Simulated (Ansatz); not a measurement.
**Graphite under r²SCAN: testing the cold (Marzari-Vanderbilt) smearing**

Aim: find which cold (Marzari-Vanderbilt) smearing width is enough for energy and pressure. The geometry was relaxed under r²SCAN beforehand and stays fixed; 7 values are run, from 0.01 to 1.0 eV. Wanted are the values from which on the energy stays within 10 and 1 meV/atom, and the pressure within 0.5 GPa, of the narrowest run. Within the series other settings stay, but some runs also write fields, which adds to their time. Spin polarisation is left out.

Computed with Ansatz 0.2.0 (DFT r²SCAN, plane waves with PAW, scalar-relativistic, unless a step says otherwise).

1 further run of the same task is left out (set aside as unsound or not needed).

## 1. The system as given

It takes space group P6_3/mmc (No. 194, hexagonal). The conventional cell has a = 2.456 Å, b = 2.456 Å, c = 7.011 Å, α = 90.00°, β = 90.00°, γ = 120.00°. Around C (site symmetry -6m2) lie 3 C at 1.42 Å.

Coordinates:

```cif
data_structure
_symmetry_space_group_name_H-M 'P 1'
_symmetry_Int_Tables_number 1
_cell_length_a 2.4559
_cell_length_b 2.4559
_cell_length_c 7.0106
_cell_angle_alpha 90.000
_cell_angle_beta 90.000
_cell_angle_gamma 120.000
_cell_volume 36.62
loop_
_atom_site_label
_atom_site_type_symbol
_atom_site_fract_x
_atom_site_fract_y
_atom_site_fract_z
_atom_site_occupancy
C1 C 0.00000 0.00000 0.25000 1
C2 C 0.00000 0.00000 0.75000 1
C3 C 0.33333 0.66667 0.25000 1
C4 C 0.66667 0.33333 0.75000 1
```

## 2. Width 0.01 eV

The run at 0.01 eV.

input.yaml

```yaml
crystal:
  lattice:
    - [2.455913445, 0.0, 0.0]
    - [-1.2279567225, 2.1268834329, 0.0]
    - [0.0, 0.0, 7.0106290262]
  atoms:
    - { symbol: C, position: [1.0, 1.0, 0.25] }
    - { symbol: C, position: [0.0, 0.0, 0.75] }
    - { symbol: C, position: [0.3333333333, 0.6666666667, 0.25] }
    - { symbol: C, position: [0.6666666667, 0.3333333333, 0.75] }
hamiltonian:
  xc: r2scan
  pseudopotentials:
    kind: paw
    azcp:
      C: "pseudopotentials/C.paw.azcp"
basis:
  ecutwfc: 500
  fft_grid_basis: typed
kpoints:
  mp_grid: { grid: [15, 15, 5], shift: [0, 0, 0] }
magnetization:
  spin_polarized: false
scf:
  occupations: { method: cold, width: 0.01 }
  lower_state_search: "off"
output:
  stress: true
```

On the command line:

```
ansatz run input.yaml --threads 2 --pin off --max-ram 5120MiB --backend cpu --events-out ev --progress --plain --runs-dir out
```

## 3. Width 0.03 eV

The run at 0.03 eV.

input.yaml: that of step 2 with these lines changed.

```diff
@@ -24,3 +24,3 @@
 scf:
-  occupations: { method: cold, width: 0.01 }
+  occupations: { method: cold, width: 0.03 }
   lower_state_search: "off"
```

## 4. Width 0.1 eV

The run at 0.1 eV.

input.yaml: that of step 3 with these lines changed.

```diff
@@ -24,3 +24,3 @@
 scf:
-  occupations: { method: cold, width: 0.03 }
+  occupations: { method: cold, width: 0.1 }
   lower_state_search: "off"
```

## 5. Width 0.2 eV

The run at 0.2 eV.

input.yaml: that of step 4 with these lines changed.

```diff
@@ -24,3 +24,3 @@
 scf:
-  occupations: { method: cold, width: 0.1 }
+  occupations: { method: cold, width: 0.2 }
   lower_state_search: "off"
```

## 6. Width 0.3 eV

The run at 0.3 eV.

input.yaml: that of step 5 with these lines changed.

```diff
@@ -24,3 +24,3 @@
 scf:
-  occupations: { method: cold, width: 0.2 }
+  occupations: { method: cold, width: 0.3 }
   lower_state_search: "off"
```

## 7. Width 0.6 eV

The run at 0.6 eV.

input.yaml: that of step 6 with these lines changed.

```diff
@@ -24,3 +24,3 @@
 scf:
-  occupations: { method: cold, width: 0.3 }
+  occupations: { method: cold, width: 0.6 }
   lower_state_search: "off"
```

## 8. Width 1.0 eV

The run at 1.0 eV.

input.yaml: that of step 7 with these lines changed.

```diff
@@ -24,3 +24,3 @@
 scf:
-  occupations: { method: cold, width: 0.6 }
+  occupations: { method: cold, width: 1.0 }
   lower_state_search: "off"
@@ -28 +28,5 @@
   stress: true
+  write_density: true
+  write_potential: true
+  elf: true
+  volumetric_format: npy
```

(Steps that only read results are left out.)

Q: Predict the outcome of this session.

The runs gave:

```
                                    quantity         value
E(σ → 0) stays within 10 meV/atom of 0.01 eV  up to 1.0 eV
            E(σ → 0) stays within 1 meV/atom  up to 0.3 eV
               pressure stays within 0.5 GPa  up to 1.0 eV
                         pressure at 0.01 eV      0.03 GPa
```

The far end, 1.0 eV, lies -2.7 meV/atom and -0.3 GPa from the yardstick. Over the range F shifts by +5.5 meV/atom, while E(σ → 0) shifts by -2.7. This scheme cancels the term in the square of the width, so F moves little up to 0.2 eV. The mesh (15×15×5) is fixed, so the narrowest widths carry a k-point error of their own. The cell taken over is 4 % larger than the measured one (8.82 Å³/atom, COD).
